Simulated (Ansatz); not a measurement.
Born–Oppenheimer molecular dynamics of BFH$_{4}$O (7 atoms, charge 0, multiplicity 1). It starts at the highest image of a converged band. Of that band: The profile has 2 maxima (images 4, 7) with wells between them (image 5): this band takes more than one step, which may be the mechanism or a detour left from its start path. Neighbouring images differ by up to 1.7 eV, so the band resolves the path poorly. A vibrational analysis at the climbing image gives one clearly imaginary mode, 908i cm⁻¹: a first-order saddle point.

Computed with Ansatz 0.2.0, RKS PBE/def2-SVP.

```json
{
  "ensemble": "NVE (velocity Verlet)",
  "time step": "0.5 fs",
  "steps asked": "200",
  "starting velocities drawn for": "300 K",
  "seed": "2608"
}
```

First frame:

```xyz
7
Properties=species:S:1:pos:R:3
B 0.000 0.147 -0.029
F -0.028 -0.011 1.674
H 1.141 0.043 -0.418
O -0.980 -0.579 -0.641
H -1.878 -0.417 -0.307
H -0.294 1.459 0.211
H -0.217 1.017 1.168
```

How far do the bonds stretch over the last three quarters of this one trajectory? (Pairs bonded in most of those frames.)


```json
{"bond": "B1–H3", "mean (Å)": "1.220", "spread (Å)": "0.043", "shortest": "1.15", "longest": "1.28"}
{"bond": "B1–O4", "mean (Å)": "1.361", "spread (Å)": "0.022", "shortest": "1.33", "longest": "1.39"}
{"bond": "B1–H6", "mean (Å)": "1.233", "spread (Å)": "0.020", "shortest": "1.20", "longest": "1.27"}
{"bond": "F2–H7", "mean (Å)": "0.939", "spread (Å)": "0.026", "shortest": "0.90", "longest": "1.01"}
{"bond": "O4–H5", "mean (Å)": "0.975", "spread (Å)": "0.011", "shortest": "0.95", "longest": "1.00"}
```

Mean temperature of the second half: 583 K. The conserved energy stayed within 0.23 meV per atom of its start (net change 0.09 meV per atom), so the integration is sound. The kinetic energy rose, since the run started high on the potential surface and went downhill. It ends in pieces (BH3O + FH), so much of that is their flight and rotation, not heat. A run of 0.1 ps of so small a system gives no equilibrium averages. The orbitals stay closed-shell, which can raise the energy where a bond breaks towards radicals; this wasn't checked here.

The run took 3.7 min on 1 thread of Arm Neoverse V1, on a shared host, peak memory 0.096 GiB.
